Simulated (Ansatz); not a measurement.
Geometry optimisation, RKS revPBE/def2-SVPD in Ansatz 0.2.0.

The input (input.yaml):

```yaml
crystal:
  periodic: [false, false, false]
  atoms:
    - { symbol: Al, position_ang: [0.0, 0.0, 0.0] }
    - { symbol: "N", position_ang: [1.379, 0.0, 1.6102] }
    - { symbol: H, position_ang: [0.502, -0.2713, 2.1402] }
    - { symbol: H, position_ang: [2.256, 0.2713, 2.1402] }
    - { symbol: H, position_ang: [1.7491, 0.0, 0.1958] }
    - { symbol: H, position_ang: [-1.351, 0.0, -0.78] }
basis:
  gaussian: { orbitals: def2-SVPD }
hamiltonian:
  xc: revpbe
relax:
  f_tol: 0.15
  max_steps: 25
  restrain:
    - { distance: [1, 4], at: 1.06, k: 30.0 }
    - { distance: [0, 1], at: 3.12, k: 30.0 }
    - { distance: [0, 4], at: 2.76, k: 30.0 }
```

Command:

```bash
$ ansatz run input.yaml --threads 2 --pin off --max-ram 3072MiB --backend cpu --events-out ev --progress --plain --runs-dir out
```

Where does it end, and by what steps?

The run converged. The restraints hold the end off the free minimum. After 18 steps the energy has fallen by 3.216 eV (the restraints' own energy left out); Al1 moved furthest, 1.34 Å. Parted: Al1–N2 (2.12 → 3.10 Å). Joined: N2–H5 (1.46 → 1.04 Å).

```
step  energy less start (eV)  largest force component (eV/Å)  accepted
   0                  0.0000                           3.472       yes
   1                  0.6896                           4.900       yes
   2                  0.9469                           8.503       yes
   3                 -0.3612                           8.210       yes
   4                 -1.8986                           4.313       yes
   5                 -2.7335                           1.271       yes
   6                 -2.8568                           0.941       yes
   7                 -2.9024                           0.601       yes
   8                 -2.9521                           0.463       yes
   9                 -3.0169                           0.605       yes
  10                 -3.0843                           0.598       yes
  11                 -3.1555                           0.610       yes
  12                 -3.1964                           0.793       yes
  13                 -3.1685                           1.155        no
  14                 -3.2032                           0.673       yes
  15                 -3.2104                           0.784       yes
  16                 -3.2116                           0.895        no
  17                 -3.2137                           0.801       yes
  18                 -3.2163                           0.805       yes
```

```xyz
6
Properties=species:S:1:pos:R:3
Al -0.090 -0.792 -1.078
N 1.319 -0.109 1.603
H 0.802 0.361 2.356
H 2.270 -0.313 1.928
H 1.400 0.576 0.819
H -1.165 0.278 -0.322
```

The run took 17 s on 2 threads of Intel(R) Xeon(R) Platinum 8259CL CPU @ 2.50GHz (Skylake/Cascade Lake), on a shared host, peak memory 0.14 GiB.
